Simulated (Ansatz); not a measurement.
**A basis-limit estimate, worked out**

An elementary step of SiNH₇S, singlet (SiNH₅ ([NH2][SiH3]) + H₂S → SiH₄S ([SiH3][SH]) + NH₃; bonds formed: Si1–S7, N2–H6; bonds broken: Si1–N2, H6–S7). “Start” is the structure reached by relaxing down from the saddle towards the reactants; PBE0-D4/def2-TZVP structures. The saddle:

| atom | x (Å) | y (Å) | z (Å) |
| --- | --- | --- | --- |
| Si1 | -0.9587 | 0.4438 | 0.0087 |
| N2 | 0.1333 | -1.0046 | 0.4086 |
| H3 | -0.9283 | 0.7833 | -1.4235 |
| H4 | -2.2784 | -0.2472 | 0.2197 |
| H5 | -0.8870 | 1.4709 | 1.0602 |
| H6 | 1.0967 | -0.4311 | 0.2856 |
| S7 | 1.7915 | 1.2404 | -0.1813 |
| H8 | -0.0007 | -1.3775 | 1.3448 |
| H9 | 0.0562 | -1.7682 | -0.2578 |
| H10 | 1.9755 | 0.8902 | -1.4649 |

Computed with Ansatz 0.2.0 (basis: def2-TZVPP and def2-QZVPP); correlated methods freeze the cores.

Energies in eV:

| quantity | saddle | start |
| --- | --- | --- |
| Hartree–Fock, triple zeta (X = 3) | -20272.66408 | -20274.04645 |
| Hartree–Fock, quadruple zeta (X = 4) | -20273.31089 | -20274.69814 |
| MP2 correlation, X = 3 | -15.37909 | -14.93195 |
| MP2 correlation, X = 4 | -16.55295 | -16.06953 |
| CCSD(T) correlation, X = 3 | -17.35688 | -16.97395 |

(1) Work out the barrier at the basis limit: extrapolate Hartree–Fock as E(X) = E∞ + A exp(−7.88 √X) and the MP2 correlation as E(X) = E∞ + B X^−2.97 (the exponents that Neese and Valeev fitted for def2-TZVPP and QZVPP), then add CCSD(T) − MP2 in triple zeta.

No T1 diagnostic of these runs exceeds 0.011.

Answers

(1) Each step is linear, so take the differences first (saddle − start): Hartree–Fock 1.38237 (X = 3) and 1.38725 (X = 4); MP2 correlation -0.44714 and -0.48342; CCSD(T) correlation -0.38293.
Two points give E∞ = E(4) + w [E(4) − E(3)], with w = 1/(exp(7.88 (2 − √3)) − 1) = 0.1377 for Hartree–Fock and w = 1/((4/3)^2.97 − 1) = 0.7407 for the correlation.
Hartree–Fock: 1.38725 + 0.1377 × 0.00488 = 1.3879 eV.
MP2 correlation: -0.48342 + 0.7407 × (-0.03628) = -0.5103 eV.
CCSD(T) − MP2: -0.38293 − (-0.44714) = 0.0642 eV.
Sum: 1.3879 + (-0.5103) + 0.0642 = 0.9418 eV, or 21.72 kcal/mol. Plain CCSD(T) in triple zeta gives 0.9994 eV, so the larger basis shifts the result by -0.0576 eV.

Labels in which every atom is bracketed show which atoms are joined, not bond orders.

For scale, one of the runs: CCSD(T)/def2-TZVPP, 213 basis functions, launched by `ansatz run in.yaml --threads 4 --pin off --events-out ev --progress --plain --max-ram 9574MiB`. The run took 39 s on 4 CPU threads of an Arm Neoverse V1 (shared host), with 2.8 GiB of host memory at its peak.
